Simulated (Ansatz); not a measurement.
## Cost against result

Saddle point of CH$_{6}$AlCl, closed shell (CH₅Al ([CH3][AlH2]) + HCl → AlH₂Cl ([AlH2][Cl]) + CH₄; bonds formed: C2–H5; dative contacts that become bonds: Al1–Cl6; bonds broken: Al1–C2, H5–Cl6), PBE0-D4/def2-TZVP structure:

```
9
angstrom
Al -0.9894 0.4771 0.0157
C 1.0127 0.1589 -0.1052
H -1.7026 0.7080 -1.3769
H -1.4675 1.1096 1.3843
H 0.0213 -1.2120 0.1633
Cl -1.1255 -1.9836 0.3766
H 1.4391 -0.3934 -0.9471
H 1.5691 -0.0808 0.8044
H 1.2429 1.2161 -0.3152
```

Barriers are electronic and count from the start structure reached by relaxing down the imaginary mode.

Ansatz 0.2.0; basis: as named in each row; cores frozen in the correlated methods. B3LYP uses VWN-RPA correlation. Extrapolation: Hartree–Fock as exp(−7.88 √X), correlation as X^−2.97.

Times are rough, for one single point on 2 threads of a shared host (Arm Neoverse V1).

The estimate by CCSD(T) at an estimated basis limit (MP2 extrapolated from triple and quadruple zeta, plus CCSD(T) − MP2 in triple zeta) is 0.314 eV.

| method | basis | time (s) | barrier (eV) | method less estimate |
| --- | --- | --- | --- | --- |
| HF | STO-3G | under 1 | 0.736 | 0.422 |
| PBE-D4 | STO-3G | under 1 | -0.142 | -0.456 |
| SPW92 | def2-SVP | under 1 | -0.121 | -0.435 |
| B3LYP-D4 | 6-31G | under 1 | 0.342 | 0.027 |
| PBE-D4 | def2-SVP | under 1 | 0.054 | -0.260 |
| PBE0-D4 | def2-SVP | 1 | 0.167 | -0.147 |
| SPW92 | def2-TZVPP | 1 | -0.084 | -0.399 |
| CCSD(T) | def2-SVP | 2 | 0.423 | 0.108 |
| PBE-D4 | def2-TZVPP | 2 | 0.078 | -0.236 |
| BLYP-D4 | def2-TZVPP | 2 | 0.196 | -0.119 |
| B3LYP-D4 | def2-TZVPP | 3 | 0.262 | -0.053 |
| BHLYP-D4 | def2-TZVPP | 3 | 0.379 | 0.065 |
| PBE0-D4 | def2-TZVPP | 3 | 0.173 | -0.142 |
| CAM-B3LYP-D4 | def2-TZVPP | 3 | 0.304 | -0.011 |
| r2SCAN-D4 | def2-TZVPP | 4 | 0.117 | -0.197 |
| RPA on PBE | def2-TZVPP | 5 | 0.371 | 0.056 |
| B2PLYP | def2-TZVPP | 5 | 0.296 | -0.018 |
| r2SCAN0-D4 | def2-TZVPP | 6 | 0.194 | -0.120 |
| PBE-QIDH | def2-TZVPP | 6 | 0.252 | -0.062 |
| wB97M-V | def2-SVP | 6 | 0.282 | -0.033 |
| wB97X-V | def2-TZVPP | 8 | 0.316 | 0.001 |
| B97M-V | def2-TZVPP | 10 | 0.283 | -0.031 |
| wB97M-V | def2-TZVPP | 10 | 0.305 | -0.009 |
| MP2 | def2-QZVPP | 17 | 0.263 | -0.051 |
| CCSD(T) | def2-TZVPP | 42 | 0.340 | 0.026 |

All methods are single points on the PBE0-D4 structures; a negative value means that the method puts the saddle structure below the start.

T1 diagnostic: at most 0.010.

Hydrogen chloride, the by-product of chloride precursors, can attack films and sites by steps of this kind.

Labels in which every atom is bracketed show which atoms are joined, not bond orders.
